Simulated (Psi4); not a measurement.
**AlH (SMILES [AlH]) at PBE/def2-TZVPD (sweep point 7)**

Wanted: vibrational wavenumbers of AlH. 

Program for the calculation: Psi4 1.11.

13 further runs of the same task are left out: 13 set aside as unsound or not needed.

## Step 1: The molecule

AlH: 2 atoms, total charge 0, spin state singlet. As SMILES, `[AlH]`. The shape was relaxed beforehand at PBE/def2-TZVPD.

Bond lengths: Al1–H2 1.680 Å.

## Step 2: Vibrational wavenumbers at PBE/def2-TZVPD (sweep point 7)

input.in

```
memory 1600 mb

molecule {
  Al     0.00000000     0.00000000    -0.00452967
  H      0.00000000     0.00000000     3.17029147
  units au
  symmetry c1
}

set {
  basis def2-TZVPD
  puream true
  scf_type pk
  dft_radial_points 150
  dft_spherical_points 974
  rotational_symmetry_number 1
}

frequency('pbe')
```

Started as:

```sh
$ psi4 input.in input.out -n 1
```

Q: Predict the results. Wanted: total energy; dipole moment; harmonic wavenumber; zero-point energy; ideal-gas entropy at 298.15 K.

**Answer.** As computed:

At PBE/def2-TZVPD (sweep point 7):

```
                                                 quantity             value
                                             total energy     -242.83787 Eh
                                            dipole moment            0.22 D
                                      harmonic wavenumber         1588 cm⁻¹
                                        zero-point energy        9.5 kJ/mol
ideal-gas entropy at 298.15 K (symmetry number 1 as used)  44.9 cal/(mol K)
```

What this shows: The one mode is real, so the shape is a minimum at this level.
